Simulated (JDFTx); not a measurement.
Part of a log of a modified build of JDFTx for phosphine, PH3 (SMILES P), charge 0, multiplicity 1 (PBE, GBRV ultrasoft potentials, plane waves to 20/100 Ha):

```
unit cell volume = 5176.82
Chosen fftbox size, S = [  84  84  80  ]
unit cell volume = 5176.82
Chosen fftbox size, S = [  80  80  70  ]
  'P' pseudopotential, 'SLA  PW   PBX  PBC' functional
  5 valence electrons, 2 orbitals, 6 projectors, 903 radial grid points, with lMax = 2
  'H' pseudopotential, 'SLA  PW   PBX  PBC' functional
  1 valence electrons, 1 orbitals, 2 projectors, 615 radial grid points, with lMax = 0
Initialized 2 species with 4 total atoms.
Folded 1 k-points by 1x1x1 to 1 k-points.
nElectrons:   8.000000   nBands: 4   nStates: 1
average nbasis = 22185.000 , ideal nbasis = 22115.753
Correction to mu due to finite nuclear width = -0.0015333
   Cavity determined by nc: 0.00098 and sigma: 0.6
   Effective cavity tension: 9.53e-06 Eh/bohr^2 to account for cavitation and dispersion.
[...]
	Linear fluid (dielectric constant: 64) occupying 0.925656 of unit cell:	Completed after 22 iterations
[... later lines of the fluid solver are left out ...]
ElecMinimize: Iter:   0  Etot: -8.392789776093359  |grad|_K:  5.634e-05  alpha:  1.000e+00
ElecMinimize: Iter:   1  Etot: -8.393254071113379  |grad|_K:  2.434e-05  alpha:  1.649e+00  linmin:  6.289e-04
ElecMinimize: Iter:   2  Etot: -8.393346584228535  |grad|_K:  1.159e-05  alpha:  1.760e+00  linmin:  6.579e-04
ElecMinimize: Iter:   3  Etot: -8.393365153899275  |grad|_K:  5.631e-06  alpha:  1.559e+00  linmin:  2.593e-04
ElecMinimize: Iter:   4  Etot: -8.393369832508668  |grad|_K:  3.042e-06  alpha:  1.663e+00  linmin: -1.238e-03
ElecMinimize: Iter:   5  Etot: -8.393371189212861  |grad|_K:  1.431e-06  alpha:  1.650e+00  linmin: -9.884e-04
ElecMinimize: Iter:   6  Etot: -8.393371475304404  |grad|_K:  6.724e-07  alpha:  1.575e+00  linmin: -7.420e-03
ElecMinimize: Iter:   7  Etot: -8.393371537315602  |grad|_K:  3.277e-07  alpha:  1.538e+00  linmin:  5.493e-06
ElecMinimize: Iter:   8  Etot: -8.393371553456227  |grad|_K:  1.742e-07  alpha:  1.694e+00  linmin:  9.015e-06
ElecMinimize: Converged (|Delta Etot|<1.000000e-07 for 2 iters).

# Energy components:
   A_diel =       -0.0031601363022911
   Eewald =        1.3463905388494077
       EH =        7.5098373817719803
     Eloc =      -19.5690406461383226
      Enl =        1.3127184599004025
      Exc =       -3.9931491235844336
 Exc_core =        1.1173864814877554
       KE =        3.8856454905592726
-------------------------------------
     Etot =       -8.3933715534562268
```

Question: Which solvation model was used?
(A) SaLSA
(B) soft-sphere model
(C) SCCS (g03 parameters)
(D) linear PCM (GLSSA13)

Answer: D, linear PCM (GLSSA13). The liquid was propylene carbonate (dielectric constant 64.0), no salt.
